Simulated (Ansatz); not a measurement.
Input file:

```yaml
crystal:
  periodic: [false, false, false]
  atoms:
    - {symbol: C, position_ang: [0.000000, -0.066939, 0.017718]}
    - {symbol: H, position_ang: [0.000000, 0.450117, -1.225009]}
    - {symbol: H, position_ang: [0.000000, 0.347529, 1.013879]}
basis:
  gaussian: {orbitals: cc-pVDZ}
magnetization: {spin_polarized: false, initial_magnetization: 2}
correlation: {method: sc_nevpt2, electrons: outside_noble_gas, active_space: {window: {electrons: 6, orbitals: 6}, shells: [{species: C, l: s, shell: 2}, {species: C, l: p, shell: 2}, {species: H, l: s, shell: 1}]}}
```

```sh
$ ansatz run in.yaml --threads 1 --pin off --events-out ev --progress --plain --max-ram 2393MiB
```

The program prints:

```
407 factors; integrals over basis functions are off by at most 2.1e-7 eV
mean field evaluation 1: about -1057.5461 eV, gradient 9.1e0 eV
mean field evaluation 2: about -1057.5461 eV, gradient 9.1e0 eV
mean field evaluation 4: about -1058.2090 eV, gradient 6.0e-1 eV
mean field evaluation 8: about -1058.2147 eV, gradient 9.8e-4 eV
mean field -1058.21468265 eV, -38.8886723037 hartree, gradient 1.1e-6 eV, S^2 2.000000; 0 other end points of the search recorded, 0 dependent functions left out
reference -1058.21468265 eV, -38.8886723037 hartree; 5, 3 occupied and 19, 21 virtual orbitals, 407 factors
state -1059.49449958 eV, -38.9357047086 hartree
state -1059.49449958 eV, -38.9357047086 hartree; corrected -1061.15448991 eV, -38.9967082277 hartree
Total energy: -1061.15448991 eV, -38.9967082277 hartree
Checks for a lower state left out: starts, orbital_swaps
```

Natural occupations: 1.9790 1.9533 1.0000 0.9995 0.0483 0.0200.

For the same geometry and basis full CI lies 502.0 meV lower.

Ran on 1 thread of Arm Neoverse V1, shared host: 0.24 s wall, 0.06 GiB peak host memory.
